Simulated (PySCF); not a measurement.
Electron affinity of F by level of theory

F⁻ [Ne] (1S) → F [He] 2s2 2p5 (2P), as a difference of total energies. All numbers are calculated (PySCF 2.14, scalar relativity by spin-free X2C-1e, in dyall-av3z). Correlated levels: valence: 1s2 frozen; virtual orbitals above 40 to 60 times the deepest correlated orbital energy dropped. The calculations carry no spin-orbit coupling.

```
           method  electron affinity (eV)  plus first-order spin-orbit estimate  error of that sum (eV)
              UHF                   1.166                                 1.149                  -2.252
              LDA                   4.124                                 4.106                  +0.705
              PBE                   3.658                                 3.640                  +0.239
             PBE0                   3.232                                 3.215                  -0.186
           r2SCAN                   3.303                                 3.285                  -0.116
             BP86                   3.756                                 3.738                  +0.337
        BHandHLYP                   2.893                                 2.875                  -0.526
          LC-wPBE                   3.514                                 3.497                  +0.096
            HSE06                   3.236                                 3.218                  -0.183
    MP2 (valence)                   3.628                                 3.610                  +0.209
SCS-MP2 (valence)                   3.442                                 3.424                  +0.023
```

Reference: 3.401 eV (measured; photodetachment measurements, as compiled on the Wikipedia data page of electron affinities).

A first-order spin-orbit estimate (lowest level to lowest level, LS coupling) adds -0.018 eV.

Errors of the correlated levels include the incompleteness of this basis and the frozen core.

In the anion the highest occupied orbital energy is positive at LDA, PBE, r2SCAN, BP86, HSE06, a self-interaction effect; the basis confines that electron, and the energy difference can still be sensible.
